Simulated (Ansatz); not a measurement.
The same path of AlH₂S₂ (5 atoms, charge 0, multiplicity 2) was run twice with different band settings. The coordinate that changes most is the dihedral S1–Al2–S3–H5.

Method: UKS BLYP-D4/def2-SVP in Ansatz 0.2.0.

Relaxed end points:

```xyz
5
Properties=species:S:1:pos:R:3
S -1.183 -0.892 -0.658
Al -0.237 0.464 0.853
S 1.900 1.008 0.471
H -2.393 -0.924 -0.028
H 1.962 0.270 -0.679
```

```xyz
5
Properties=species:S:1:pos:R:3
S -1.577 -0.961 -0.737
Al -0.111 0.206 0.484
S 1.894 0.387 -0.491
H -2.590 -0.806 0.163
H 2.434 1.101 0.539
```

Common settings: movable images 7; climbing image yes; spring 5.0 eV/Å²; optimiser quadratic models (default); start path IDPP; force threshold 0.05 eV/Å; end points relaxed.

| run | iteration limit |
| --- | --- |
| 1 | 60 |
| 2 | 6 |

What does each run give, and how far can it be trusted?

Run 1: converged after 4 iterations, highest image 0.101 eV above the first end. A vibrational analysis at the climbing image gives one clearly imaginary mode, 214i cm⁻¹: a first-order saddle point.
Run 2: converged after 4 iterations, highest image 0.101 eV above the first end. Another band between the same ends (7 images) ends at a top of the same energy, where a vibrational analysis finds 1 clearly imaginary mode.
